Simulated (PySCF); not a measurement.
**Working out the electron affinity of Si**

Si- [Ne] 3s2 3p3 (4S) → Si [Ne] 3s2 3p2 (3P). Calculation: PySCF 2.14, in aug-cc-pwCVTZ (8s7p5d3f, 75 functions); the non-relativistic Hamiltonian (point nucleus). Frozen: 1s2. Energies in hartree (1 hartree = 27.21139 eV):

| part | Si- (lower) | Si (upper) |
| --- | --- | --- |
| UHF | -288.888091 | -288.856764 |
| CCSD correlation | -0.348877 | -0.331726 |
| (T) | -0.007505 | -0.005376 |

**Question.** What does Hartree-Fock give?

**Answer.** (-288.856764) − (-288.888091) = 0.031327 hartree = 0.852 eV.

**Question.** What do CCSD and CCSD(T) give?

**Answer.** The CCSD correlation energies differ by 0.017151 hartree = 0.467 eV and the triples by 0.002129 hartree = 0.058 eV, so CCSD gives 1.319 eV and CCSD(T) 1.377 eV.

A first-order spin-orbit estimate adds -0.016 eV to CCSD(T) (valence and next inner shell), giving 1.361 eV against 1.390 eV (measured; photodetachment measurements, as compiled on the Wikipedia data page of electron affinities).

What remains against the reference includes basis incompleteness, the frozen core and higher excitations.
